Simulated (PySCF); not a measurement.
Ligands exchanged one at a time, Si F-SH. All species are isolated molecules in the gas phase. One relaxed conformer stands for each flexible species; it need not be the lowest. Strings in code marks are SMILES.

The numbers are results of PySCF with TPSSh-D3(BJ)/def2-TZVP // PBE0-D3(BJ)/def2-TZVP, not measurements. Excitations are Tamm–Dancoff values on a coarser integration grid. The basis has no diffuse functions, so Rydberg states are missing or too high.

```json
[
 {"species": "0 of 4 F replaced by SH (`F[Si](F)(F)F`)", "S1 excitation (TDA) (eV)": "11.02", "HOMO–LUMO gap (eV)": "11.72", "HOMO (eV)": "-11.59", "S1 oscillator strength": "0.000"},
 {"species": "1 of 4 F replaced by SH", "S1 excitation (TDA) (eV)": "6.62", "HOMO–LUMO gap (eV)": "7.32", "HOMO (eV)": "-7.84", "S1 oscillator strength": "0.000"},
 {"species": "2 of 4 F replaced by SH (`F[Si](S)(S)F` (S–Si–S–H torsion 49°, S–Si–S–H torsion 49°))", "S1 excitation (TDA) (eV)": "6.19", "HOMO–LUMO gap (eV)": "6.75", "HOMO (eV)": "-7.44", "S1 oscillator strength": "0.015"},
 {"species": "3 of 4 F replaced by SH (`[Si](S)(S)(F)S`)", "S1 excitation (TDA) (eV)": "5.95", "HOMO–LUMO gap (eV)": "6.46", "HOMO (eV)": "-7.13", "S1 oscillator strength": "0.013"},
 {"species": "4 of 4 F replaced by SH (`S[Si](S)(S)S`)", "S1 excitation (TDA) (eV)": "5.67", "HOMO–LUMO gap (eV)": "6.15", "HOMO (eV)": "-6.98", "S1 oscillator strength": "0.008"}
]
```
